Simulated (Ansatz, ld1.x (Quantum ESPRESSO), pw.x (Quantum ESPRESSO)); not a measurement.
**From atom to crystal: TM potential for Ti**

```json
{
  "Element": "Ti",
  "Generator": "ld1.x (Quantum ESPRESSO) 7.5",
  "Type": "norm-conserving Troullier–Martins (Kleinman–Bylander form)",
  "Functional": "LDA (PW92)",
  "Relativity": "scalar-relativistic",
  "Frozen core": "[Ar]",
  "Valence charge": "4",
  "Reference configuration": "3d2 4s2 4p0",
  "Partial waves": "4p (bound, empty): rc 2.90 bohr; 3d (bound): rc 2.20 bohr; 4s (bound): rc 2.60 bohr",
  "Local potential": "the s channel",
  "Core correction": "Bessel-smoothed model core inside 1.30 bohr"
}
```

Atomic tests: cutoffs needed: 45 Ry and 55 Ry (the cutoffs (Ry, on a coarse ladder) from which the occupation-weighted sum of valence levels, in a spherical-Bessel basis at the reference potential, stays within 10 and 1 mRy of its value at 400 Ry); ghost test: no extra level below or beside the all-electron valence levels (p, d, s, f tested) (spherical-Bessel basis up to 400 Ry, 20 bohr box); largest excitation error: -451 meV (all-electron minus pseudo) for 3d1 4s0 4p0, out of 7 test configurations.

Crystal test: sc Ti in pw.x 7.5, no spin, 13³ k-points, Fermi–Dirac smearing 0.01 Ry, cutoffs 70/280 Ry. The lattice is a test structure that the element need not adopt, and mesh and smearing are coarse.

pw.x input:

```
&control
  calculation='scf', prefix='x', pseudo_dir='./', outdir='./tmp', tstress=.true., disk_io='none'
/
&system
  ibrav=0, nat=1, ntyp=1, ecutwfc=70, ecutrho=280, nbnd=9,
  occupations='smearing', smearing='fd', degauss=0.01
/
&electrons
  conv_thr=1e-09, mixing_beta=0.4, electron_maxstep=70
/
ATOMIC_SPECIES
Ti 1.0 Ti.UPF
CELL_PARAMETERS angstrom
  2.56237735 0.00000000 0.00000000
  0.00000000 2.56237735 0.00000000
  0.00000000 0.00000000 2.56237735
ATOMIC_POSITIONS crystal
Ti 0.0000 0.0000 0.0000
K_POINTS automatic
13 13 13 0 0 0
```

```bash
pw.x < Ti.scf.in > Ti.scf.out
```

Question: How does the run end?

Answer: It converges; the pressure is 9.60 GPa against -0.39 GPa from all-electron LAPW. The largest radius (2.90 bohr) exceeds half the bond length (2.42 bohr), so the spheres overlap, which is one possible source of error among others. This is a poor potential for the solid. The log shows:

```
     number of electrons       =         4.00
     number of Kohn-Sham states=            9
     kinetic-energy cutoff     =      70.0000  Ry
     charge density cutoff     =     280.0000  Ry
     scf convergence threshold =      1.0E-09
     Exchange-correlation= PW
     number of k points=    84  Fermi-Dirac smearing, width (Ry)=  0.0100
     iteration #  1     ecut=    70.00 Ry     beta= 0.40
     total energy              =     -23.16427251 Ry
     estimated scf accuracy    <       0.00344217 Ry
     iteration #  2     ecut=    70.00 Ry     beta= 0.40
     total energy              =     -23.16420260 Ry
     estimated scf accuracy    <       0.00112587 Ry
     iteration #  3     ecut=    70.00 Ry     beta= 0.40
     total energy              =     -23.16421067 Ry
     estimated scf accuracy    <       0.00002036 Ry
     iteration #  4     ecut=    70.00 Ry     beta= 0.40
     total energy              =     -23.16421189 Ry
     estimated scf accuracy    <       0.00000014 Ry
     iteration #  5     ecut=    70.00 Ry     beta= 0.40
     total energy              =     -23.16421193 Ry
     estimated scf accuracy    <       0.00000003 Ry
     iteration #  6     ecut=    70.00 Ry     beta= 0.40
     total energy              =     -23.16421194 Ry
     estimated scf accuracy    <          1.5E-09 Ry
     iteration #  7     ecut=    70.00 Ry     beta= 0.40
     the Fermi energy is     8.3839 ev
!    total energy              =     -23.16421194 Ry
     estimated scf accuracy    <          8.6E-11 Ry
     smearing contrib. (-TS)   =      -0.00910264 Ry
     The total energy is F=E-TS. E is the sum of the following terms:
     one-electron contribution =       5.86195032 Ry
     hartree contribution      =       0.34204445 Ry
     xc contribution           =     -19.98385313 Ry
     ewald contribution        =      -9.37525094 Ry
     convergence has been achieved in   7 iterations
          total   stress  (Ry/bohr**3)                   (kbar)     P=       95.95
     Message from routine punch:
     Nothing written, as per user request (disk_io='none')
```
